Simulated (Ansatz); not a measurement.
# C₂H₅NO₂: one species, many methods

One table from this session's results is given with a row withheld; the runs are named, their logs left out.

Computed with Ansatz 0.2.0, Gaussian basis. Level: functionals in def2-TZVPP, the program's frozen cores in correlated methods.

The runs, in order: LDA (SPW92), PBE-D4, revPBE-D4, BLYP-D4, r2SCAN-D4, B97M-V, PBE0-D4, B3LYP-D4, r2SCANh-D4, r2SCAN0-D4, HSE06-D4, BHLYP-D4, CAM-B3LYP-D4, LC-ωPBE, ωB97X-V, ωB97M-V, B2PLYP, PBE-QIDH; CCSD(T)/def2-SVP; CCSD(T)/def2-TZVPP; MP2/def2-QZVPP; extrapolation to the limit; RPA on PBE.

### Structure used throughout

All runs share one geometry, relaxed beforehand with PBE0-D4 in a triple-zeta def2 set.

SMILES `NCOC=O`, 10 atoms, charge 0, spin multiplicity 1.

Atoms are counted from 1 here; the program's logs count them from 0.

Bond lengths: N1–C2 1.406 Å, N1–H6 1.010 Å, N1–H7 1.010 Å, C2–O3 1.464 Å, C2–H8 1.090 Å, C2–H9 1.090 Å, O3–C4 1.326 Å, C4–O5 1.198 Å, C4–H10 1.101 Å. Angles: C2–N1–H6 112.7°, C2–N1–H7 112.7°, H6–N1–H7 109.4°, N1–C2–O3 111.1°, N1–C2–H8 111.0°, N1–C2–H9 111.0°, O3–C2–H8 107.4°, O3–C2–H9 107.4°, H8–C2–H9 108.8°, C2–O3–C4 115.7°, O3–C4–O5 125.9°, O3–C4–H10 109.7°, O5–C4–H10 124.4°.

Coordinates:

```mol
C2H5NO2
  3D, bonds by distance, orders not assigned

 10  9  0  0  0  0  0  0  0  0999 V2000
   -1.5411    0.8818    0.1812 N   0  0
   -0.6023   -0.1642    0.1533 C   0  0
    0.7275    0.3300   -0.2066 O   0  0
    1.6865   -0.5848   -0.2567 C   0  0
    1.5544   -1.7551   -0.0358 O   0  0
   -1.3231    1.5831    0.8748 H   0  0
   -1.6582    1.3250   -0.7190 H   0  0
   -0.8803   -0.9184   -0.5834 H   0  0
   -0.5197   -0.6406    1.1306 H   0  0
    2.6393   -0.1078   -0.5352 H   0  0
  1  2  8  0
  2  3  8  0
  3  4  8  0
  4  5  8  0
  1  6  8  0
  1  7  8  0
  2  8  8  0
  2  9  8  0
  4 10  8  0
M  END
```

Set-up of the first run:

Input file in.yaml:

```yaml
crystal:
  periodic: [false, false, false]
  atoms:
    - {symbol: N, position_ang: [-1.541060, 0.881797, 0.181170]}
    - {symbol: C, position_ang: [-0.602255, -0.164213, 0.153285]}
    - {symbol: O, position_ang: [0.727511, 0.329987, -0.206635]}
    - {symbol: C, position_ang: [1.686524, -0.584776, -0.256724]}
    - {symbol: O, position_ang: [1.554393, -1.755107, -0.035787]}
    - {symbol: H, position_ang: [-1.323138, 1.583090, 0.874843]}
    - {symbol: H, position_ang: [-1.658232, 1.324980, -0.719019]}
    - {symbol: H, position_ang: [-0.880268, -0.918445, -0.583412]}
    - {symbol: H, position_ang: [-0.519661, -0.640577, 1.130566]}
    - {symbol: H, position_ang: [2.639286, -0.107837, -0.535189]}
basis:
  gaussian: {orbitals: def2-TZVPP}
hamiltonian: {xc: lda}
output: {orbitals: {seedname: orbitals}}
```

Steps of the session up to this table: LDA; PBE-D4 (GGA); revPBE-D4 (GGA); BLYP-D4 (GGA); r2SCAN-D4 (meta-GGA); B97M-V (meta-GGA); PBE0-D4 (hybrid); B3LYP-D4 (hybrid); r2SCANh-D4 (hybrid); r2SCAN0-D4 (hybrid); HSE06-D4 (hybrid); BHLYP-D4 (hybrid); CAM-B3LYP-D4 (range-separated); LC-ωPBE (range-separated); ωB97X-V (range-separated); ωB97M-V (range-separated); B2PLYP (double hybrid); PBE-QIDH (double hybrid).

One of the session's tables, all rows but one given; the rest of the session is left out.

It belongs to the step «Frontier levels by functional». 

```
  functional  HOMO (eV)  gap (eV)
 LDA (SPW92)      -6.30      5.02
      PBE-D4      -6.14      5.15
   revPBE-D4      -6.07      5.20
     BLYP-D4      -6.05      5.15
   r2SCAN-D4      -6.47      5.74
      B97M-V          ?         ?
     PBE0-D4      -7.71      7.88
    B3LYP-D4      -7.47      7.32
  r2SCANh-D4      -7.06      6.76
  r2SCAN0-D4      -7.94      8.27
    HSE06-D4      -7.30      7.08
    BHLYP-D4      -9.22     10.59
CAM-B3LYP-D4      -9.18     10.53
     LC-ωPBE     -10.53     13.21
     ωB97X-V     -10.18     12.77
     ωB97M-V     -10.11     12.47
```

**Question.** Estimate the row for B97M-V.

**Answer.** HOMO (eV): -6.62; gap (eV): 5.99. In the column «HOMO (eV)» it lies between r2SCANh-D4 (-7.06) and r2SCAN-D4 (-6.47).
